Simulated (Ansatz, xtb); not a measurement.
## Ranking isomers of AlH2NS

3 gas-phase structures of AlH2NS, found in a search over its isomers (lower ones may exist). Each was relaxed with GFN2-xTB:

A. `[NH]1[AlH][S]1`, a singlet
B. a singlet given by its coordinates
C. a singlet given by its coordinates

C (Å):

```yaml
atoms:
  - { symbol: Al, position_ang: [0.0428, 0.9796, -1.0506] }
  - { symbol: N, position_ang: [-1.6776, 0.5676, -1.1894] }
  - { symbol: S, position_ang: [2.0434, 1.4579, -0.8912] }
  - { symbol: H, position_ang: [-2.3183, 0.8967, -1.9068] }
  - { symbol: H, position_ang: [-2.2008, -0.0430, -0.5669] }
```

Close contacts (Å): Al1–N2 1.77, Al1–S3 2.06, N2–H4 1.02, N2–H5 1.02.

B (Å):

```xyz
5

Al   -0.0338   -0.0101    0.1127
N    -1.4132    0.0113    1.0887
S     1.8763   -0.0001   -0.9985
H    -2.2655   -0.1866    0.5721
H     1.2608   -0.2238   -2.1659
```

Close contacts (Å): Al1–N2 1.69, Al1–S3 2.21, N2–H4 1.02, S3–H5 1.34.

**Question.** Which do you expect lowest at r2SCAN-D4/def2-SVP, and how would the others follow?

**Answer.** Calculated order at r2SCAN-D4/def2-SVP: C (0.0), B (191.6), A (221.5) kJ/mol.

Energies above the lowest of each column, in kJ/mol; the last columns are at BLYP-D3(BJ)/def2-SVP geometries:

```tsv
structure	GFN2-xTB	HF/STO-3G	r2SCAN-D4/def2-SVP	BLYP-D3(BJ)/def2-SVP	CCSD(T)/def2-TZVPP
C	0.0	0.0	0.0	0.0	0.0
B	150.6	179.6	191.6	156.4	165.8
A	153.1	123.5	221.5	203.0	206.1
```

Every level run on C puts it lowest or level with the lowest. Large T1 diagnostics make some coupled-cluster values less sure.

Programs: Ansatz 0.2.0, xtb 6.7.1.
